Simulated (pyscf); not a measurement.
Elementary routes open to H₂N–SiH•–Cl (SMILES N[SiH]Cl) + NH₃ (SMILES N) in the gas phase (doublet surface):
A. H₂N–SiH₂–Cl (SMILES N[SiH2]Cl) + NH₂• (SMILES [NH2]) (H–N broken; H–Si formed)
B. H₂N–SiH(NH₂)–Cl (SMILES N[SiH](N)Cl) + H• (SMILES [H]) (H–N broken; N–Si formed)

PySCF, gas phase, ωB97X-D3(BJ)/def2-SVP geometries.

Task: Rank the routes by free-energy barrier at 1200 K, lowest first, for ωB97M-D3(BJ)/def2-TZVP energies (ideal gas, 1 atm, RRHO with modes under 100 cm⁻¹ raised to 100, one conformer, R ln 2 for chiral ones without a mode under 150 cm⁻¹).

Result: A (2.39 eV), B (2.53 eV)

Route A is the fastest of these, ahead of the next by 0.14 eV. The most stable products are those of B (ΔG = +0.22 eV), whose barrier is 0.14 eV higher: the kinetic and the thermodynamic product differ. At 298 K B takes the lead. A: On the product side the descent ends in a complex (not fully relaxed), 0.24 eV under the separated species and 0.43 eV under the saddle at ωB97X-D3(BJ)/def2-TZVP. B: On the reactant side the descent ends in a complex, 0.26 eV under the separated species and 1.10 eV under the saddle at ωB97X-D3(BJ)/def2-TZVP. Only these routes are compared; each barrier is that of the saddle found, and lower ones may exist.
